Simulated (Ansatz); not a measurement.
Ansatz (a program for electronic structure) input (CCSD(T)/aug-cc-pVDZ):

Ansatz 0.2 input:
```yaml
crystal:
  periodic: [false, false, false]
  atoms:
    - {symbol: C, position_ang: [0.00053452, 0.00126565, 0.33943617]}
    - {symbol: H, position_ang: [0.00225136, 0.00533085, 1.42969220]}
    - {symbol: F, position_ang: [0.00598628, 1.25541479, -0.13307438]}
    - {symbol: F, position_ang: [1.08434551, -0.63379114, -0.12772827]}
    - {symbol: F, position_ang: [-1.09093829, -0.62305973, -0.12434282]}
basis:
  gaussian:
    orbitals: aug-cc-pVDZ
magnetization: {spin_polarized: false}
correlation: {method: ccsd_t, electrons: outside_noble_gas}
output: {forces: true}
```

Output:

```
Functional definition: HF
integrals: 0.13 GiB planned
950 factors; integrals over basis functions are off by at most 6.4e-4 eV
mean field: 0.29 GiB planned
mean field evaluation 1: about -9162.5024 eV, gradient 3.7e1 eV
mean field evaluation 2: about -9162.5479 eV, gradient 3.8e1 eV
mean field evaluation 4: about -9165.1508 eV, gradient 2.7e0 eV
mean field evaluation 8: about -9165.1813 eV, gradient 1.7e-1 eV
mean field evaluation 16: about -9164.3706 eV, gradient 2.2e1 eV
mean field -9165.18147255 eV, -336.8142067329 hartree, gradient 2.2e-6 eV, S^2 0.000000; 0 other end points of the search recorded, 0 dependent functions left out
4 core orbitals not correlated
reference -9165.18147255 eV, -336.8142067329 hartree; 13, 13 occupied and 84, 84 virtual orbitals, 950 factors
densities: 0.72 GiB planned
second order -20.33040952 eV of doubles, -0.00000000 eV of singles
coupled cluster: 0.47 GiB planned
cycle   1  -20.12105308 eV  change    2.1e-1 eV  update   1.0e-1
cycle   2  -20.56348837 eV  change   -4.4e-1 eV  update   2.7e-2
cycle   3  -20.66429189 eV  change   -1.0e-1 eV  update   1.4e-2
cycle   4  -20.65569327 eV  change    8.6e-3 eV  update   2.5e-3
cycle   5  -20.65325783 eV  change    2.4e-3 eV  update   1.2e-3
cycle   6  -20.65407762 eV  change   -8.2e-4 eV  update   3.3e-4
cycle   7  -20.65403660 eV  change    4.1e-5 eV  update   1.0e-4
cycle   8  -20.65394853 eV  change    8.8e-5 eV  update   3.0e-5
cycle   9  -20.65395197 eV  change   -3.4e-6 eV  update   7.7e-6
perturbative correction -0.53970271 eV, -0.0198337087 hartree
the calculation of the forces begins
Total energy: -9186.37512722 eV, -337.5930591766 hartree
Atom 0 at     0.000535     0.001266     0.339436 Å, force     0.000585     0.001386     0.371635 eV/Å
Atom 1 at     0.002251     0.005331     1.429692 Å, force     0.000589     0.001394     0.374003 eV/Å
Atom 2 at     0.005986     1.255415    -0.133074 Å, force     0.002551     0.596297    -0.250777 eV/Å
Atom 3 at     1.084346    -0.633791    -0.127728 Å, force     0.515351    -0.302090    -0.248235 eV/Å
Atom 4 at    -1.090938    -0.623060    -0.124343 Å, force    -0.519077    -0.296987    -0.246625 eV/Å
Dipole moment:     0.000539     0.001277     0.342360 e Å
```
